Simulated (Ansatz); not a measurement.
# Relaxing GeMo

Theory: DFT PBE, scalar-relativistic, plane waves, PAW (Ansatz 0.2.0). Cutoff 420 eV, Γ-centred k mesh, Gaussian smearing, no spin polarisation in the final step.

The start puts GeMo on the NaTl (B32) structure type (Fd-3m, No. 227), with Ge in place of Na, Mo in place of Tl, at a guessed volume.

```
Ge Mo
1.0
     0.00000    3.26801    3.26801
     3.26801    0.00000    3.26801
     3.26801    3.26801    0.00000
Ge Mo
2 2
Cartesian
  3.2680 3.2680 3.2680
  4.9020 4.9020 4.9020
  0.0000 0.0000 0.0000
  1.6340 1.6340 1.6340
```

Cell and atoms relax at zero pressure; the relaxation can't lower the symmetry of the start. After a coarse first stage the cell is made exact in the group found at 0.06 Å.

Formation energies are uncorrected and refer to the elements' standard structures at the same level.

(1) Describe the relaxed structure.

(2) What are its volume, energy, density and gap?

Results:

(1) It keeps Fd-3m (No. 227). The result has the NaTl (B32) structure. Conventional cell: a = 6.357 Å. Around Ge lie 4 Mo at 2.75 Å, 4 Ge at 2.75 Å and 6 Mo at 3.18 Å; Mo is coordinated by 4 Ge at 2.75 Å, 4 Mo at 2.75 Å and 6 Ge at 3.18 Å.

Space group Fd-3m:1 (No. 227). a = 6.357 Å, b = 6.357 Å, c = 6.357 Å, α = 90.00°, β = 90.00°, γ = 90.00°
| atom | site | symmetry | x | y | z |
| --- | --- | --- | --- | --- | --- |
| Ge | 8b | -43m | 0.0000 | 0.0000 | 0.5000 |
| Mo | 8a | -43m | 0.5000 | 0.0000 | 0.5000 |

(2) The volume per atom is 16.06 Å³ and the density is 8.72 g/cm³. The energy over the elements is 0.24 eV/atom. The gap on the 12×12×12 mesh is 0 eV (a metal).

The final run used a 12×12×12 mesh on its 4-atom cell and 0.10 eV smearing. For metals, differences of a few meV/atom aren't resolved. A structure relaxed within its symmetry needn't be a true minimum. The steps took roughly 30 core-seconds in all.

Cost: 4 runs of about 0.55 core-minutes in all, on Arm Neoverse V1 (shared hosts).